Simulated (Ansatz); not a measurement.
Basis-set extrapolation for C6H6, SMILES `C#CC1C=C1C` (PBE0-D4/def2-TZVP geometry, frozen core, Ansatz 0.2.0). Multiplicity 1, RHF reference.

```tsv
	def2-TZVPP	def2-QZVPP
HF	-230.630235	-230.639949
MP2 correlation	-0.944772	-1.004654
CCSD(T) correlation	-1.024795	not run
```

Energies in hartree. Use E(X) = E(∞) + A·exp(−7.88·√X) for Hartree–Fock and E(X) = E(∞) + B·X^(−2.97) for correlation, with X = 3 and 4, and add CCSD(T) minus MP2 of the smaller set to the MP2 limit.

What is the CCSD(T) energy at the basis-set limit?

HF limit: -230.639949 + (-0.009714) × 0.13774 = -230.64129. MP2 limit: -1.004654 + (-0.059882) × 0.74074 = -1.04901. Higher-order term: -1.024795 − (-0.944772) = -0.08002. Total: -231.77032 hartree, 72.3 kcal/mol below CCSD(T)/def2-TZVPP.
